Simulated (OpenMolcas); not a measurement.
A ladder of methods for AlNH2Cl (SMILES [NH2][Al][Cl])

The species is AlNH2Cl (5 atoms), meant as a doublet with charge 0. As SMILES, `[NH2][Al][Cl]`. Geometry: relaxed at PBE0-D4/def2-TZVP. This is one conformer, not always the lowest.

```csv
atom,x (Å),y (Å),z (Å)
N,-0.5494,0.4617,-0.2320
Al,0.4026,-0.2916,1.0491
Cl,1.9070,-1.6497,0.4408
H,-1.2936,1.1233,-0.0835
H,-0.4166,0.2827,-1.2159
```

Quantity: the dipole moment, in D. The values are calculated.

```json
{"level": "U-revPBE/aug-cc-pVDZ", "kind": "GGA", "program": "OpenMolcas", "value (D)": "2.25", "CPU time": "35 s"}
{"level": "UBLYP/aug-cc-pVDZ", "kind": "GGA", "program": "OpenMolcas", "value (D)": "2.25", "CPU time": "33 s"}
{"level": "UPBE/aug-cc-pVDZ", "kind": "GGA", "program": "OpenMolcas", "value (D)": "2.26", "CPU time": "34 s"}
{"level": "UM06-L/aug-cc-pVDZ", "kind": "meta-GGA", "program": "OpenMolcas", "value (D)": "2.37", "CPU time": "42 s"}
{"level": "UB3LYP/aug-cc-pVDZ", "kind": "global hybrid", "program": "OpenMolcas", "value (D)": "2.31", "CPU time": "31 s"}
{"level": "UBHLYP/aug-cc-pVDZ", "kind": "global hybrid", "program": "OpenMolcas", "value (D)": "2.37", "CPU time": "32 s"}
{"level": "UM06-2X/aug-cc-pVDZ", "kind": "hybrid meta-GGA", "program": "OpenMolcas", "value (D)": "2.38", "CPU time": "39 s"}
{"level": "UPBE0/aug-cc-pVDZ", "kind": "global hybrid", "program": "OpenMolcas", "value (D)": "2.32", "CPU time": "30 s"}
```

The values span 2.25 to 2.38 D. Magnitudes only. CPU times are rough (shared hosts, several kinds of processor): they show what a rung costs within a factor of a few.
